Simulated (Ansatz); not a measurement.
A nudged elastic band was laid between two geometries of H3N + H4Si (9 atoms, charge 0, multiplicity 1).

Level of theory: RKS PBE-D4/6-31G* (Ansatz).

| Item | Value |
| --- | --- |
| movable images | 7 |
| climbing image | yes |
| spring | 5.0 eV/Å² |
| optimiser | quadratic models (default) |
| start path | through a guess of the saddle point |
| force threshold | 0.05 eV/Å |
| iteration limit | 60 |
| end points | relaxed |

Image 0:

```xyz
9
Properties=species:S:1:pos:R:3
Si 0.414 0.040 -0.129
H 0.571 -0.118 1.351
H 1.772 0.079 -0.767
H -0.305 1.318 -0.431
H -0.353 -1.119 -0.686
N -2.802 -0.059 1.410
H -2.729 -0.691 0.604
H -2.560 0.874 1.058
H -2.041 -0.325 2.045
```

Image 8:

```xyz
9
Properties=species:S:1:pos:R:3
Si -0.491 0.144 -0.684
H -0.415 -0.397 3.453
H 0.837 -0.081 0.001
H -0.447 1.512 -1.297
H -0.616 -0.901 -1.753
N -1.935 0.064 0.298
H -2.193 -0.836 0.704
H -2.092 0.808 0.980
H -0.681 -0.313 2.755
```

(1) Which bonds break or form, and what moves?

(2) Give the energies along the band, and the barrier.

(3) What is the geometry of the highest image?

Answers

(1) Bonds broken: Si1–H2, N6–H9. Bonds formed: Si1–N6, H2–H9. H3N + H4Si becomes H2 + H5NSi.

(2) It converged. The highest image is number 4 of 0 to 8, 39.1 kcal/mol above the first end and 40.9 kcal/mol above the last; the last end lies 1.8 kcal/mol below the first. Beside the main top the profile has a ripple of under 15 meV (maxima at images 4, 7), which may be a very shallow well or noise. A structure lower than the last end lies on the path between it and the top, so the climb from that side starts below the end, which may itself be a saddle point or a shallow side well. Neighbouring images differ by up to 1.7 eV, so the band resolves the path poorly. A vibrational analysis at the climbing image gives one clearly imaginary mode, 1343i cm⁻¹: a first-order saddle point. The orbitals stay closed-shell, which can raise the energy where a bond breaks towards radicals; this wasn't checked here.

| image | path coordinate (Å) | energy (kcal/mol) | Si1–H2 (Å) | N6–H9 (Å) | Si1–N6 (Å) |
| --- | --- | --- | --- | --- | --- |
| 0 | 0.00 | 0.0 | 1.50 | 1.03 | 3.57 |
| 1 | 0.95 | 0.4 | 1.50 | 1.03 | 3.46 |
| 2 | 1.90 | 3.3 | 1.50 | 1.02 | 2.61 |
| 3 | 2.85 | 17.6 | 1.56 | 1.03 | 2.26 |
| 4 | 3.80 | 39.1 | 1.91 | 1.22 | 1.92 |
| 5 | 5.07 | 0.3 | 2.98 | 2.18 | 1.75 |
| 6 | 6.35 | -2.3 | 4.07 | 2.57 | 1.75 |
| 7 | 7.63 | -1.7 | 4.07 | 2.87 | 1.75 |
| 8 | 8.90 | -1.8 | 4.17 | 2.78 | 1.75 |

(3) 
```xyz
9
Properties=species:S:1:pos:R:3
Si -0.287 0.025 -0.095
H -0.003 -0.924 1.542
H 0.915 0.830 0.293
H -0.876 0.865 -1.229
H -0.076 -1.299 -0.757
N -1.850 0.163 1.011
H -2.723 -0.224 0.626
H -2.037 1.103 1.388
H -1.096 -0.539 1.675
```

Run time: 3.5 min on 1 thread of Arm Neoverse V1, on a shared host, peak memory 0.094 GiB.
